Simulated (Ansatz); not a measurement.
# C₃H₃N (singlet): the correlation ladder, 6-31G

Aim: climb from Hartree-Fock through coupled cluster and multireference methods for C₃H₃N (singlet) at one geometry and basis, and see what each rung misses.

The runs use Ansatz 0.2.0, Gaussian basis; 6-31G, core rule «outside noble gas», up to 4 orbitals frozen.

Plan: UHF; CCSD(T) on RHF; CCSD(T) on UHF; BCCD(T) on RHF; CISD; CCSDT(Q) on RHF; CCSDT(Q) on UHF; CASSCF and MRCISD+Q, 8 electrons in 8 orbitals; CASSCF and NEVPT4(SD), 8 electrons in 8 orbitals; CASSCF and NEVPT2, 8 electrons in 8 orbitals.

17 further runs of the same task are left out: 17 set aside as unsound or not needed.

### Step 1. The geometry

The geometry is an MP2(full)/6-31G* stationary point (not a proven minimum).

7 atoms, charge 0, spin multiplicity 1.

Atoms are counted from 1 here; the program's logs count them from 0.

Bond lengths: C1–C2 1.341 Å, C1–H4 1.084 Å, C1–H5 1.084 Å, C2–C3 1.432 Å, C2–H6 1.086 Å, C3–N7 1.182 Å. Angles: C2–C1–H4 121.7°, C2–C1–H5 120.6°, H4–C1–H5 117.7°, C1–C2–C3 122.1°, C1–C2–H6 121.3°, C3–C2–H6 116.6°, C2–C3–N7 179.2°.

### Step 2. UHF

File in.yaml:

```yaml
crystal:
  periodic: [false, false, false]
  atoms:
    - {symbol: C, position_ang: [-0.147960, -1.728074, 0.000000]}
    - {symbol: C, position_ang: [0.598591, -0.614410, 0.000000]}
    - {symbol: C, position_ang: [0.013634, 0.692804, 0.000000]}
    - {symbol: H, position_ang: [-1.231569, -1.687618, 0.000000]}
    - {symbol: H, position_ang: [0.319607, -2.705854, 0.000000]}
    - {symbol: H, position_ang: [1.683497, -0.661556, 0.000000]}
    - {symbol: N, position_ang: [-0.453625, 1.778362, 0.000000]}
basis:
  gaussian: {orbitals: 6-31G}
magnetization: {spin_polarized: true, initial_magnetization: 0}
hamiltonian: {xc: hf}
output: {orbitals: {seedname: orbitals}}
```

Started as:

```sh
$ ansatz run in.yaml --threads 1 --pin off --events-out ev --progress --plain --max-ram 4096MiB --backend cpu
```

After this run come: CCSD(T) on RHF; CCSD(T) on UHF; BCCD(T) on RHF; CISD; CCSDT(Q) on RHF; CCSDT(Q) on UHF; CASSCF and MRCISD+Q, 8 electrons in 8 orbitals; CASSCF and NEVPT4(SD), 8 electrons in 8 orbitals; CASSCF and NEVPT2, 8 electrons in 8 orbitals.

Q: Predict the results of all the runs planned. Wanted: RCCSDT(Q) below the RHF energy; RMP2 from RCCSDT(Q); UMP2 from RCCSDT(Q); RCCSD from RCCSDT(Q); RCCSD(T) from RCCSDT(Q); UCCSD(T) from RCCSDT(Q); UCCSDT(Q) from RCCSDT(Q); NEVPT2 frontier from RCCSDT(Q); NEVPT4(SD) frontier from RCCSDT(Q).

**Answer**, as computed:

| quantity | value |
| --- | --- |
| RCCSDT(Q) below the RHF energy | -11.4669 eV |
| RMP2 from RCCSDT(Q) | +959.5 meV |
| UMP2 from RCCSDT(Q) | +1923.5 meV |
| RCCSD from RCCSDT(Q) | +455.4 meV |
| RCCSD(T) from RCCSDT(Q) | +64.7 meV |
| UCCSD(T) from RCCSDT(Q) | +104.2 meV |
| UCCSDT(Q) from RCCSDT(Q) | +5.3 meV |
| NEVPT2 frontier from RCCSDT(Q) | +1338.5 meV |
| NEVPT4(SD) frontier from RCCSDT(Q) | +246.5 meV |
| MRCISD+Q frontier from RCCSDT(Q) | +144.5 meV |
| levels within 1 kcal/mol (43 meV) | UCCSDT(Q) |
| T1 diagnostic | 0.013 |

RCCSD(T) misses by +64.7 meV, 0.6 % of the correlation energy. CCSD(T) misses by +64.7 meV on the restricted determinant and by +104.2 meV on the unrestricted one; the two need not hold the same state or core. Of the multireference levels listed MRCISD+Q frontier comes nearest in total energy (+144.5 meV), which doesn't show that its space is the better one. These misses are within one basis, not against nature.
